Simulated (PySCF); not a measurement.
ethylamine (C₂H₇N), SMILES CCN. Atoms are numbered in the order given.

```xyz
10

C      1.1819     0.4546     0.0168
C      0.0501    -0.5541    -0.1032
N     -1.2471     0.1186    -0.0016
H      2.1528    -0.0324    -0.0916
H      1.0887     1.2263    -0.7486
H      1.1641     0.9454     0.9938
H      0.1911    -1.3471     0.6466
H      0.0954    -1.0374    -1.0826
H     -2.0074    -0.5444    -0.0960
H     -1.3471     0.5561     0.9080
```

The structure is a stationary point at B3LYP-D3(BJ)/def2-TZVP. One conformer was computed; it need not be the lowest.

Calculation: PySCF with PBE/pcSseg-1.

GIAO shieldings, no solvent; atoms listed in one row are averaged. δ = σ(ref) − σ: ¹³C against TMS (σ = 182.0 ppm); ¹⁵N against NH3 (σ = 267.0 ppm); ¹H against TMS (σ = 31.49 ppm), references at their B3LYP-D3(BJ)/def2-TZVP geometries, non-relativistic.

Question: Estimate the chemical shifts. (An estimate is asked for; the answer gives what the named calculation found.)

Answer: 
```csv
nucleus,atoms,count,δ (ppm)
¹³C,C2,1,44.0
¹³C,C1,1,19.7
¹⁵N,N3,1,46.6
¹H,H7,1,3.28
¹H,H8,1,2.68
¹H,"H4, H5, H6",3,1.10
¹H,H9,1,0.64
¹H,H10,1,-0.20
```
